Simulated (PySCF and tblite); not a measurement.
The numbers below are computed, except where a source is named.
C₃H₆O, numbered as in [CH2:1]=[CH:2][CH2:3][OH:4].

The ensemble was built from 90 distance-geometry starts (ETKDG and KDG, MMFF94s, GFN2-xTB) and rests on PBE0-D3(BJ)/def2-SVP geometries. Free energies are B3LYP-D3(BJ)/def2-TZVP (IEF-PCM, chloroform) single points with GFN2-xTB rigid-rotor and vibrational terms (modes under about 100 cm⁻¹ blended into free rotors). Symmetry numbers and mirror images are counted. Conformers within 3 kcal/mol (GFN2-xTB free energy) were kept, 8 at most. GIAO shieldings: PBE0/pcSseg-1 (IEF-PCM, chloroform). Shifts are against TMS (¹H), TMS (¹³C) at the same level. Codes: tblite and PySCF.

Torsions listed: C1–C2–C3–O4, C2–C3–O4–H4. Of a mirror pair one member is shown.

```csv
conformer,shape,symmetry,E(GFN2) kcal/mol,E(DFT) kcal/mol
1,"-127°, 57°",C1 (pair),0.30,0.00
2,"7°, 60°",C1 (pair),0.00,0.03
3,"-124°, -61°",C1 (pair),0.61,0.96
4,"-132°, -170°",C1 (pair),2.06,1.13
5,"0°, 180°",Cs,2.03,0.76
```

(1) How much do the weights at 298.15 K and the averaged shift of C1 depend on how the conformers are weighted?

Answers

(1) 
```
                                                              weighting  1 (%)  2 (%)  3 (%)  4 (%)  5 (%)  δ (ppm)  rms dipole (D)
DFT energy with thermal terms, symmetry and mirror images (full scheme)     40     34      9      9      8    121.9            1.83
                             DFT energy with symmetry and mirror images     41     39      8      6      6    121.8            1.81
                                                        bare DFT energy     39     37      8      6     11    121.6            1.84
                        GFN2-xTB energy with symmetry and mirror images     30     50     18      2      1    121.3            1.78
                                                   GFN2-xTB free energy     31     45     21      2      1    121.6            1.79
                                                leading conformer alone    100      0      0      0      0    125.0            1.74
                                                          equal weights     20     20     20     20     20    121.8            1.94
                         full scheme, search stopped after three starts     82      0     18      0      0    124.9            1.77
```

The largest departure from the full scheme, 3.0 ppm, comes with: leading conformer alone.
